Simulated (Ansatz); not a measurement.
Reaction: NaCl (SMILES [Na][Cl]) → NaCl+ (parent SMILES [Na][Cl], doublet) + e-
Each species at its own B3LYP-D3(BJ)/def2-TZVP minimum (Ansatz, a program for electronic structure).

Total energies in hartree (Ansatz). UHF or UKS for unpaired electrons; spin-orbit terms are left out. Cores are frozen in correlated methods. No relativity. The spin of ClNa+ (parent SMILES [Na][Cl], doublet) was assumed, and the state is the lowest solution found for it.

| species | HF/def2-TZVPP | CCSD(T)/def2-TZVPP | HF/def2-QZVPP | CCSD(T)/def2-QZVPP | CCSDT(Q)/def2-QZVPP |
|---|---|---|---|---|---|
| 1: NaCl (SMILES [Na][Cl]) | -621.43965 | -621.66502 | -621.45973 | -621.70896 | -621.70987 |
| 2: NaCl+ (parent SMILES [Na][Cl], doublet) | -621.15679 | -621.34500 | -621.17677 | -621.38253 | -621.38351 |

Q: Work out the adiabatic ionisation energy (electronic) in eV: take Hartree-Fock from def2-QZVPP, extrapolate the CCSD(T) correlation energy as X^-3 (X = 3, 4), and add CCSDT(Q) - CCSD(T) in def2-QZVPP. 1 hartree = 27.211 eV.

A: 
Species 1: correlation (64·(-0.24923) - 27·(-0.22537))/37 = -0.26664; step -0.00091; E1 = -621.45973 + (-0.26664) + (-0.00091) = -621.72728
Species 2: correlation (64·(-0.20576) - 27·(-0.18821))/37 = -0.21857; step -0.00098; E2 = -621.17677 + (-0.21857) + (-0.00098) = -621.39632
-1·E1 +1·E2 = 0.33096 hartree = 9.01 eV.
